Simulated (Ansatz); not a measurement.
Structure optimisation: gadolinium, hcp

These are results of DFT, m-r2SCAN, plane waves (500 eV) with PAW, scalar-relativistic in Ansatz, not measurements. The PAW files were generated under PBE, with cores re-solved for the functional.

k-point mesh 10×10×6, Fermi-Dirac smearing 0.05 eV, starting moments 7.00, -7.00 μB. Cell and atoms relax.

Starting structure:

```yaml
crystal:
  lattice:
    - [3.6360007066, 0.0, 0.0]
    - [-1.8180003533, 3.1488689801, 0.0]
    - [0.0, 0.0, 5.7826]
  atoms:
    - { symbol: Gd, position: [0.3333333333, 0.6666666667, 0.25], spin: 7.0 }
    - { symbol: Gd, position: [0.6666666667, 0.3333333333, 0.75], spin: -7.0 }
hamiltonian:
  xc: mr2scan
  pseudopotentials:
    kind: paw
    azcp:
      Gd: "pseudopotentials/Gd.paw.azcp"
basis:
  ecutwfc: 500
  fft_grid_basis: typed
kpoints:
  mp_grid: { grid: [10, 10, 6], shift: [0, 0, 0] }
magnetization:
  spin_polarized: true
scf:
  occupations: { method: fermi_dirac, width: 0.05 }
relax:
  max_steps: 60
  f_tol: 0.01
  cell: {}
```

Question: What cell does the relaxation end in?

Answer: P6_3/mmc (spin ignored) with a = 3.595 Å, c = 5.795 Å (c/a = 1.612); 32.43 Å³ per atom against 33.10 at the start (-2.0 %).

Question: How much energy does the relaxation gain?

Answer: 2.2 meV per atom.

Path of the relaxation (the plane waves are chosen anew near the end, which can shift the energy a little):

```json
{"step": "0", "E − E(final) (meV/atom)": "2.15", "V (Å³/atom)": "33.103", "P (GPa)": "-0.68", "max force (eV/Å)": "0.000"}
{"step": "1", "E − E(final) (meV/atom)": "-0.04", "V (Å³/atom)": "32.532", "P (GPa)": "-0.10", "max force (eV/Å)": "0.000"}
{"step": "2", "E − E(final) (meV/atom)": "-0.18", "V (Å³/atom)": "32.428", "P (GPa)": "0.01", "max force (eV/Å)": "0.000"}
{"step": "3", "E − E(final) (meV/atom)": "0.00", "V (Å³/atom)": "32.428", "P (GPa)": "0.01", "max force (eV/Å)": "0.000"}
```

Question: Which magnetic state does it end in?

Answer: antiferromagnetic, largest moment 7.31 μB in the atomic sphere; moments 7.31, -7.31 μB.

Open f shells have many self-consistent states, so the state found may not be the lowest.

m-r²SCAN is r²SCAN on the gauge-invariant kinetic-energy density; without spin polarisation the two are equal.
